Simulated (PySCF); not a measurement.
# C5H8: the cost of one run

The runs use PySCF 2.14.0, with density-fitted response routines of our own; the level of theory stands in each step. All values are computed, except where a source is named. Atoms count from 0, in the outputs and in this text.

## 1. The starting structure

13 atoms, charge 0, multiplicity 1; geometry from: MMFF94s.

Bonds of the start (Å): C0–C1 1.34, C1–C2 1.50, C2–C3 1.50, C3–C4 1.34, C0–H5 1.09, C0–H6 1.09, C1–H7 1.09, C2–H8 1.10, C2–H9 1.10, C3–H10 1.09, C4–H11 1.09, C4–H12 1.09.

## 2. Optimising the geometry at PBE0-D3(BJ)/def2-SVP

Job settings and geometry (Å):

```
{"job": {"xc": "PBE0", "basis": "def2-SVP", "d3": "d3bj", "grid": 1, "kind": "geom"}, "charge": 0, "multiplicity": 1}
C      2.323023     0.160369     0.432154
C      1.157440     0.458773    -0.156861
C      0.055142    -0.528644    -0.406845
C     -1.189704    -0.149474     0.340906
C     -2.356640     0.161950    -0.238613
H      2.546585    -0.843047     0.780769
H      3.081037     0.923544     0.579591
H      0.982316     1.479388    -0.491876
H     -0.134332    -0.574063    -1.485974
H      0.354538    -1.537068    -0.097124
H     -1.121914    -0.141170     1.427135
H     -2.475846     0.165036    -1.317565
H     -3.221645     0.424405     0.362752
```

Run with:

```console
$ OMP_NUM_THREADS=1 python probes_run.py task.json out
```

One launch serves the whole session: the jobs run in the order shown.

**Question.** How long does this first job take on 1 thread of AMD EPYC 7R43, shared host, and how much memory does it need?

About 24 s, with a peak of 0.44 GiB.
